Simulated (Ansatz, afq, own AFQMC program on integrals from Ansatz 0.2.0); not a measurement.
AlH2O, quartet in cc-pVDZ, levels against CCSDT(Q)

```tsv
atom	x (Å)	y (Å)	z (Å)
Al	0.0000	0.0452	0.6738
O	0.0000	0.0452	-1.0728
H	0.0000	-3.5950	-0.9551
H	0.0000	1.6673	-0.0521
```

Connectivity, by distances: AlH–O ··· H.

Basis cc-pVDZ. Only valence electrons are correlated. AFQMC by an in-house program on the Cholesky factors that Ansatz 0.2.0 writes for its CCSD(T) run. The CISD trial takes its coefficients from CCSD amplitudes. Released means that phaseless walkers are propagated on without the constraint, phases kept. Error bars are statistical, one sigma.

Determinant: ROHF, the one that the program's search chose, which needn't be the lowest solution. The geometry is a point of a scan.

No full CI on the walks' own integrals is used here; CCSDT(Q) serves as the reference and is uncertain by about the last step of the cluster series.

Cautions: lower spins were not checked; higher spins were not checked; strong correlation (T1 0.063, weight of the determinant 0.83, largest double 0.04); the ph-AFQMC/HF walk drifts between its halves (2.4 errors).

* T1 diagnostic: 0.0626
* weight of the determinant in the CISD state: 0.826
* size of the correlated space: 11 electrons in 36 orbitals

```
  level  correlation energy (eV)
    MP2                  -5.5858
   CCSD                  -6.3555
CCSD(T)                  -6.5672
```

(1) Estimate where phaseless AFQMC with a CISD trial lies against CCSD(T) on the same integrals.

(1) 2.8 ± 2.7 kJ/mol below CCSD(T). The gap is under twice the noise, so this walk alone can't tell the two apart.

Reference: CCSDT(Q), correlation energy -6.654 eV. The released energy is read at 2.40 1/Eh (meV from the phaseless value at times in 1/Eh: 4 ± 25 at 0.24, -6 ± 19 at 0.51, -13 ± 26 at 0.99, -42 ± 37 at 1.62, 27 ± 51 at 2.40).

| level | E − E(reference) (kJ/mol) | share of correlation (%) |
| --- | --- | --- |
| CCSD(T) | 8.3 | 98.70 |
| CCSDT | 2.6 | 99.60 |
| ph-AFQMC/HF | 12.1 ± 6.3 | 98.12 |
| ph-AFQMC/CISD | 5.6 ± 2.7 | 99.14 |
| released AFQMC | 8.2 ± 4.9 | 98.73 |

A walk keeps the symmetry of its determinant, which the program's search chose and which needn't be the lowest solution, so a lower state of the same spin and another symmetry isn't excluded. Released energies are given only where the last usable release times agree within the noise; a slower fall can still hide under it.
